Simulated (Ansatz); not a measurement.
**Aluminium trichloride (monomer) (AlCl3): taking an electron away**

Aim: the vertical ionisation energy of aluminium trichloride (monomer) (AlCl3), as cation minus neutral at the neutral's geometry, on several levels, and how well −ε(HOMO) stands in for it.

Program: Ansatz 0.2.0, Gaussian basis. Level of theory: unrestricted cation, the program's frozen cores in correlated methods. These are calculated values, not measurements.

The runs, in order: UKS PBE-D4/def2-TZVPP; UKS r2SCAN-D4/def2-TZVPP; UKS PBE0-D4/def2-TZVPP; UKS B3LYP-D4/def2-TZVPP; UKS wB97X-V/def2-TZVPP; UKS wB97M-V/def2-TZVPP; UKS B2PLYP/def2-TZVPP; UHF-CCSD(T)/def2-TZVPP; UHF-MP2/def2-QZVPP; extrapolation to the limit; then −ε(HOMO) from the neutral's earlier runs with LDA (SPW92), PBE-D4, revPBE-D4, BLYP-D4, r2SCAN-D4, B97M-V, PBE0-D4, B3LYP-D4, r2SCANh-D4, r2SCAN0-D4, HSE06-D4, BHLYP-D4, CAM-B3LYP-D4, LC-ωPBE, ωB97X-V, ωB97M-V.

### Step 1. The relaxed structure

The geometry comes from an earlier relaxation with PBE0-D4 in a triple-zeta def2 set; it is a stationary point.

SMILES `[Cl][Al]([Cl])[Cl]`, 4 atoms, charge 0, spin multiplicity 1.

Atoms are counted from 1 here; the program's logs count them from 0.

Bond lengths: Cl1–Al2 2.069 Å, Al2–Cl3 2.069 Å, Al2–Cl4 2.069 Å. Angles: Cl1–Al2–Cl3 120.0°, Cl1–Al2–Cl4 120.0°, Cl3–Al2–Cl4 120.0°.

### Step 2. Cation, UKS PBE-D4/def2-TZVPP

Contents of in.yaml:

```yaml
crystal:
  periodic: [false, false, false]
  atoms:
    - {symbol: Cl, position_ang: [-1.126301, -0.123934, 1.717605]}
    - {symbol: Al, position_ang: [0.013874, -0.015083, -0.005118]}
    - {symbol: Cl, position_ang: [1.736329, -1.147605, -0.178747]}
    - {symbol: Cl, position_ang: [-0.568403, 1.226322, -1.554140]}
basis:
  gaussian: {orbitals: def2-TZVPP}
total_charge: 1
magnetization: {spin_polarized: true, initial_magnetization: 1}
hamiltonian: {xc: pbe, dispersion: d4}
```

Started as:

```console
> ansatz run in.yaml --threads 4 --pin off --events-out ev --progress --plain --max-ram 10444MiB
```

The runs that follow: Cation, UKS r2SCAN-D4/def2-TZVPP; Cation, UKS PBE0-D4/def2-TZVPP; Cation, UKS B3LYP-D4/def2-TZVPP; Cation, UKS wB97X-V/def2-TZVPP; Cation, UKS wB97M-V/def2-TZVPP; Cation, UKS B2PLYP (frozen core)/def2-TZVPP; Cation, UHF-CCSD(T)/def2-TZVPP; Cation, UHF-MP2/def2-QZVPP.

Before running them: what should the planned runs give, taken together? Wanted: ionisation energy, CCSD(T)/def2-TZVPP; nearest functional by difference; nearest −ε(HOMO); −ε(HOMO) of PBE; T1 of the cation.

As calculated:

```
                             quantity               value
ionisation energy, CCSD(T)/def2-TZVPP            12.02 eV
     nearest functional by difference  ωB97X-V (-0.03 eV)
                     nearest −ε(HOMO)  LC-ωPBE (+0.19 eV)
                      −ε(HOMO) of PBE             7.95 eV
                     T1 of the cation               0.064
```

What this shows: Energy differences with functionals land within 1.16 eV of the reference. The PBE orbital energy is 4.1 eV too small: a semilocal HOMO is no ionisation energy. Among orbital estimates LC-ωPBE comes nearest. Hartree-Fock falls 0.67 eV short, as the neutral has more correlation energy than the cation. The cation's T1 (from the report) is 0.064, above the customary mark of 0.045 for open shells, so the coupled-cluster value is less safe.
